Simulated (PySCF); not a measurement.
**BO at B97-3**

Computed with B97-3; PySCF, spin-free X2C with a Gaussian nucleus, basis sets B x2c-TZVPPall, O x2c-TZVPPall.

| Item | Value |
| --- | --- |
| state | ²Σ⁺ (doublet), unpaired electrons σ ↑ |
| bond length | 1.201 Å |
| harmonic wavenumber | 1934 cm⁻¹ |
| force constant | 14.4 mdyn/Å |
| rotational constant Be | 1.792 cm⁻¹ |
| anharmonicity ωexe | 10.9 cm⁻¹ |
| vibration–rotation constant αe | 0.0156 cm⁻¹ |
| well depth De to B + O | 8.44 eV |
| dissociation energy D0 | 8.32 eV |
| bond order (Mayer) | 2.50 |
| dipole moment (positive dipole means B(−)O(+)) | -2.34 D |

The state is the lowest determinant that a PBE0 search found; another state may lie lower at other levels.
